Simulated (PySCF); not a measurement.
Indirect couplings

Molfile (atoms numbered from 1):
```
C3H2O2
     RDKit          3D

  7  6  0  0  0  0  0  0  0  0999 V2000
    1.9107    0.1419   -0.0382 C   0  0  0  0  0  0  0  0  0  0  0  0
    0.7310   -0.0425    0.0758 C   0  0  0  0  0  0  0  0  0  0  0  0
   -0.6750   -0.3278    0.2237 C   0  0  0  0  0  0  0  0  0  0  0  0
   -1.1303   -1.4225    0.4190 O   0  0  0  0  0  0  0  0  0  0  0  0
   -1.4177    0.7800    0.1155 O   0  0  0  0  0  0  0  0  0  0  0  0
    2.9423    0.3124   -0.1423 H   0  0  0  0  0  0  0  0  0  0  0  0
   -2.3577    0.5634    0.2190 H   0  0  0  0  0  0  0  0  0  0  0  0
  1  2  3  0
  2  3  1  0
  3  4  2  0
  3  5  1  0
  1  6  1  0
  5  7  1  0
M  END
```

Indirect spin–spin couplings were computed at B3LYP/pcJ-1 (PySCF 2.14) on a GFN2-xTB structure, for the isolated molecule, without vibrational or relativistic corrections. Couplings are averaged over pairs made equivalent by symmetry, fast rotation or ring inversion, so a value needn't be that of the named pair in this geometry, while other rotamers aren't included; one pair stands for each set, and the list holds those of at least 0.8 Hz over up to four bonds.

Isotopes: ¹³C, ¹H, ¹⁷O. Couplings to quadrupolar nuclei such as 17O and 33S are rarely resolved in practice.

```
  pair  bonds  J (Hz)
C1, C2      1       ?
C1, H6      1   272.4
C2, C3      1   136.4
C3, O4      1       ?
C3, O5      1       ?
O5, H7      1       ?
C1, C3      2    20.9
C2, O4      2    -4.1
C2, O5      2   -31.1
C2, H6      2    52.9
C3, H7      2    -4.4
O4, O5      2    -7.2
C1, O4      3    -4.6
C1, O5      3    -4.3
C2, H7      3       ?
C3, H6      3     5.2
O4, H7      3       ?
C1, H7      4     1.8
```

Question: Estimate the withheld couplings, with signs.

Answer: 
- ¹J(C1,C2) = 217.8 Hz (bond length 1.199 Å)
- ¹J(C3,O4) = 24.8 Hz (bond length 1.202 Å)
- ¹J(C3,O5) = 26.0 Hz (bond length 1.338 Å)
- ¹J(O5,H7) = -78.4 Hz (bond length 0.970 Å)
- ³J(C2,H7) = 11.9 Hz (dihedral angle 180°)
- ³J(O4,H7) = 2.7 Hz (dihedral angle 0°)
